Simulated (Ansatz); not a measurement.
Geometry optimisation, Ansatz 0.2.0, RKS B3LYP-D4/def2-SVP.

Input:

```yaml
crystal:
  periodic: [false, false, false]
  atoms:
    - { symbol: Al, position_ang: [0.068308, -0.496402, -0.348799] }
    - { symbol: Cl, position_ang: [-0.129017, 0.178266, 3.005216] }
    - { symbol: H, position_ang: [1.450172, 0.232016, -0.567041] }
    - { symbol: H, position_ang: [-1.34443, -0.002467, -0.849133] }
    - { symbol: "N", position_ang: [0.118161, -2.171246, 0.493632] }
    - { symbol: H, position_ang: [-0.666925, -2.818719, 0.492007] }
    - { symbol: H, position_ang: [0.981515, -2.675305, 0.681091] }
    - { symbol: H, position_ang: [-0.090584, -1.028642, 2.421927] }
basis:
  gaussian: { orbitals: def2-SVP }
hamiltonian:
  xc: b3lyp
  dispersion: d4
relax:
  f_tol: 0.03
  max_steps: 50
```

Run as:

```bash
$ ansatz run input.yaml --threads 1 --pin off --max-ram 2048MiB --backend cpu --events-out ev --progress --plain --runs-dir out
```

**Question.** Where does it end, and by what steps?

**Answer.** It converged. After 13 steps the energy has fallen by 1.971 eV; H8 moved furthest, 1.19 Å. Parted: Cl2–H8 (1.34 → 2.82 Å). Joined: Al1–Cl2 (3.43 → 2.17 Å), N5–H8 (2.25 → 1.03 Å).

```csv
step,energy less start (eV),largest force component (eV/Å),accepted
0,0.0000,1.350,yes
1,-0.1304,0.409,yes
2,-0.1734,0.724,yes
3,-0.2236,1.306,yes
4,-0.3089,1.744,yes
5,-0.7092,2.595,yes
6,-1.3112,1.673,yes
7,-1.6200,2.074,yes
8,-1.6638,2.174,yes
9,-1.9285,0.544,yes
10,-1.9575,0.498,yes
11,-1.9697,0.227,yes
12,-1.9710,0.062,yes
13,-1.9714,0.027,yes
```

```xyz
8
Properties=species:S:1:pos:R:3
Al 0.007 -0.106 0.256
Cl -0.209 0.707 2.255
H 1.437 0.100 -0.405
H -1.318 -0.100 -0.621
N 0.106 -2.090 0.857
H -0.673 -2.658 0.516
H 0.976 -2.556 0.589
H 0.060 -2.080 1.881
```

Run time: 34 s on 1 thread of Arm Neoverse V2, with other jobs on the host, peak memory 0.16 GiB.
